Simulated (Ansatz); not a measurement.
**BOF (triplet): the correlation ladder, def2-TZVPP**

An exercise on one series of results from a longer session: the logs are not shown, and one member is left open.

Computed with Ansatz 0.2.0, Gaussian basis. Level: def2-TZVPP, core rule «outside noble gas», up to 3 orbitals frozen.

The runs, in order: UHF; ROHF; CCSD(T) on UHF.

2 further runs of the same task are left out: 2 set aside as unsound or not needed.

**The system**

The geometry is a PBE0/def2-TZVP stationary point (not a proven minimum).

3 atoms, charge 0, spin multiplicity 3.

Atoms are counted from 1 here; the program's logs count them from 0.

Bond lengths: B1–O2 1.371 Å, B1–F3 1.310 Å. Angles: O2–B1–F3 114.8°.

The first run:

Contents of in.yaml:

```yaml
crystal:
  periodic: [false, false, false]
  atoms:
    - {symbol: B, position_ang: [0.000000, -0.551074, 0.049105]}
    - {symbol: O, position_ang: [0.000000, 0.175594, 1.211243]}
    - {symbol: F, position_ang: [0.000000, 0.165712, -1.047985]}
basis:
  gaussian: {orbitals: def2-TZVPP}
magnetization: {spin_polarized: true, initial_magnetization: 2}
hamiltonian: {xc: hf}
output: {orbitals: {seedname: orbitals}}
```

The run is started by

```console
$ ansatz run in.yaml --threads 1 --pin off --events-out ev --progress --plain --max-ram 4096MiB --backend cpu
```

Among the steps run: UHF; ROHF; CCSD(T) on UHF.

One of the session's tables, all rows but one given; the rest of the session is left out.

It belongs to the step «Misses and costs». 

```
  method  from UCCSD(T) (kJ/mol)
    ROHF                 +1402.4
     UHF                 +1387.8
    UMP2                       ?
   UCCSD                   +43.0
UCCSD(T)                       0
```

**Question.** Estimate the row for UMP2.

The run gave: from UCCSD(T) (kJ/mol): +84.9. In the column «from UCCSD(T) (kJ/mol)» it lies between UCCSD (+43.0) and UHF (+1387.8).

With the free atoms at the same levels and basis (separate runs), the atomisation energy is 10.646 eV at UCCSD(T), 8.487 eV at ROHF.
